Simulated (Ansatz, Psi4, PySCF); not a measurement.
Molecule: OCl, charge 0, multiplicity 2. SMILES: [O]Cl
Structure (B3LYP-D3(BJ)/def2-TZVP (Ansatz, a program for electronic structure) minimum search):
```
Cl
O 1 1.5797
```
Charge 0, spin multiplicity 2.

wB97X-D/6-31G* beside other levels, property by property. Conventions: non-relativistic; frozen cores in correlated levels; UHF or UKS for open shells; atomisation electronic, to ground-state atoms; 6-31G* and kin with 6d, 5d where marked; no spin-orbit coupling; each state is the SCF solution reached for its charge and spin. Basis-set limits of correlation are two-point, X^-3; Hartree-Fock from the larger set (for Q and 5 zeta extrapolated as (X+1)exp(-9√X)). First-principles rows: single points at B3LYP-D3(BJ) geometries (Ansatz), with unscaled harmonic terms from B3LYP/6-31G* at its own minima, enthalpies of formation by atomisation with measured atoms. Sets without +, aug- or the D of def2-TZVPD hold no diffuse functions, which anions need.

Measured values: CCCBDB table in ASE; G2/97 table in ASE (Curtiss et al.); they hold spin-orbit and core effects, anharmonicity. Coupled cluster (Ansatz) is a level with limits of its own, used here on species with T1 under 0.025 (0.045 for open shells) and stable references: (a) CCSD(T)/CBS(aug-cc-pV(T+d)Z,aug-cc-pV(Q+d)Z); (b) CCSD(T)/CBS(cc-pV(Q+d)Z,cc-pV(5+d)Z).

| property | wB97X-D/6-31G* (Psi4) | B3LYP/6-31G* (Ansatz) | PBE/def2-TZVPD (Ansatz) | M06-2X/def2-TZVPD (PySCF) | to compare with |
|---|---|---|---|---|---|
| enthalpy of formation at 298 K (kcal/mol) | 29.4 | 29.4 | 7.7 | 24.4 | 24.2 measured |
| vertical electron affinity to the singlet (eV) | 1.13 | 1.00 | 1.99 | 2.20 | 2.22 coupled cluster (a) |
| atomisation energy (kcal/mol) | 59.3 | 59.3 | 81.0 | 64.3 | 64.6 coupled cluster (b) |
| vertical ionisation energy to the triplet (eV) | 11.00 | 10.91 | 10.79 | 11.18 | 11.01 measured |

As the rows show:
- enthalpy of formation at 298 K: wB97X-D/6-31G* lies 5.2 kcal/mol above the measured value.
- vertical electron affinity to the singlet: wB97X-D/6-31G* lies 1.09 eV below coupled cluster.
- atomisation energy: wB97X-D/6-31G* lies 5.3 kcal/mol below coupled cluster.
- vertical ionisation energy to the triplet: wB97X-D/6-31G* lies 0.01 eV below the measured value.

The properties are those with a value to compare with, at most eight drawn at random. No case is left out for the size of its miss. Left out are saddle points of the reference geometry, anions that the best level run finds unbound, excited spin states, species near biochemistry, cases with under five habitual levels, runs that failed or whose electronic state is in doubt, and table entries that another table contradicts.
